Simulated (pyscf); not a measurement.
A first-order saddle from PySCF, ωB97X-D3(BJ)/def2-SVP:

```xyz
20

N      0.8135    -0.1552     1.7409
Si    -0.4060     0.1703     0.5031
Si    -2.5226    -0.5784     1.1478
Si    -0.4903     2.4630     0.0817
Si     0.2010    -0.9110    -1.4736
H      2.0735    -0.6601     1.4525
H      0.8133     0.4348     2.5686
H     -3.4954    -0.3034     0.0468
H     -2.9829     0.1360     2.3772
H     -2.5038    -2.0451     1.4226
H     -1.6129     2.7565    -0.8581
H     -0.7183     3.2176     1.3519
H      0.7884     2.9386    -0.5267
H      1.6718    -0.7692    -1.6959
H     -0.5198    -0.2526    -2.6051
H     -0.1564    -2.3582    -1.4567
B      1.2934    -1.6506     2.0127
H      2.5712    -1.5260     1.5382
H      1.4442    -1.9362     3.1785
H      0.8006    -2.4593     1.2551
```
Charge 0, spin multiplicity 1.

Surface: singlet, charge 0. Lowest wavenumbers (cm⁻¹): 1392i, 48, 76, 81, 85.

Q: Name the species on either side of this saddle.

A: `[NH2][Si]([SiH3])([SiH3])[SiH3]` + `[BH3]` ⇌ `[BH2][NH][Si]([SiH3])([SiH3])[SiH3]` + `[H][H]`, a four-centre exchange read from left to right: H–N, B–H broken and B–N, H–H formed. At ωB97M-D3(BJ)/def2-TZVP it lies +0.19 eV from the left side and +1.57 eV from the right (each side as separated species at their lowest minima found). On the reactant side the descent ends in an adduct with a B–N contact, 1.44 eV under the separated species and 1.63 eV under the saddle at ωB97X-D3(BJ)/def2-TZVP. What is counted as formed (B–N) is already present as a longer contact in the reactant adduct; forming that adduct is a step of its own. At the saddle there is also a short B–H contact that neither side keeps. H₂N–Si(SiH₃)(SiH₃)–SiH₃ lies 0.55 eV over its isomer H₃Si–NH–SiH(SiH₃)–SiH₃ (electronic energy, ωB97M-D3(BJ)/def2-TZVP). This is the saddle that the search found; another between the same sides may lie lower.
